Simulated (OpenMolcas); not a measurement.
# How methods differ on AlH (SMILES [AlH])

The species is AlH (2 atoms), meant as a singlet with charge 0. As SMILES, `[AlH]`. The coordinates come from a PBE0-D4/def2-TZVP relaxation.

| atom | x (Å) | y (Å) | z (Å) |
| --- | --- | --- | --- |
| Al | 0.0000 | 0.0000 | -0.0256 |
| H | 0.0000 | 0.0000 | 1.6391 |

Quantity: the vertical energy of the triplet above the singlet, in eV. The values are calculated.

```csv
level,kind,program,value (eV)
"CASPT2(2,2)/6-311G",multireference,OpenMolcas,1.62
"CASSCF(2,2)/6-311G",multireference,OpenMolcas,?
"CASSCF(4,5)/6-311G",multireference,OpenMolcas,?
"MRCI(2,2)/6-311G",multireference,OpenMolcas,1.63
"FCI/3-21G, open shells restricted",exact in the basis,OpenMolcas,1.60
"FCI/6-311G, open shells restricted",exact in the basis,OpenMolcas,1.64
```

Estimate what the levels marked ? give.

As computed at these levels: CASSCF(2,2)/6-311G: 1.52 eV; CASSCF(4,5)/6-311G: 1.59 eV. The values span 1.52 to 1.64 eV. High-level rows in very small sets aren't better than simpler rows in larger ones.
